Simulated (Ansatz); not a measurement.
**Tetradymite Bi₂Se₃**

Level of theory: LDA (plane waves, PAW; Ansatz, an electronic-structure program).

Run with plane-wave cutoff 520 eV, 10×10×10 k mesh, scalar-relativistic PAW data made under PBE.

Cell: measured lattice: a = 4.1430 Å, b = 4.1430 Å, c = 28.6360 Å, α = 90.00°, β = 90.00°, γ = 120.00°.

```yaml
elastic constant C11: 79.3 GPa
elastic constant C12: 20.6 GPa
elastic constant C13: 13.7 GPa
elastic constant C33: 23.4 GPa
elastic constant C44: 17.7 GPa
elastic constant C66: 29.4 GPa
Voigt–Reuss–Hill bulk modulus: 26.1 GPa
Voigt–Reuss–Hill shear modulus (Hill average): 19.2 GPa
young_modulus: 46.2 GPa
poisson_ratio: 0.205
```

Note: the cell isn't this level's own, so it is under some stress, which shifts stiffness and frequencies.

Elastic constants are with the ions relaxed.

Spin–orbit coupling is not included; it can shift volumes and moduli of such heavy elements.
